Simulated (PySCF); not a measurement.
Electron affinity of Cl by level of theory

Cl⁻ [Ar] (1S) → Cl [Ne] 3s2 3p5 (2P), as a difference of total energies. All numbers are calculated (PySCF 2.14, the spin-free X2C one-electron Hamiltonian (Gaussian nucleus), in aug-cc-pCVTZ-DK with one added diffuse shell each of s, p, d, f type (9s8p6d4f, 91 functions)). Correlated levels: valence: [Ne] frozen. The calculations carry no spin-orbit coupling.

```
           method  electron affinity (eV)  plus first-order spin-orbit estimate  error of that sum (eV)
              UHF                   2.358                                 2.323                  -1.290
    MP2 (valence)                   3.625                                 3.590                  -0.023
SCS-MP2 (valence)                   3.525                                 3.490                  -0.123
   CCSD (valence)                   3.399                                 3.364                  -0.249
CCSD(T) (valence)                   3.494                                 3.459                  -0.154
```

Reference: 3.613 eV (measured; photodetachment measurements, as compiled on the Wikipedia data page of electron affinities).

A first-order spin-orbit estimate (lowest level to lowest level, LS coupling) adds -0.035 eV.

Errors of the correlated levels include the incompleteness of this basis and the frozen core.
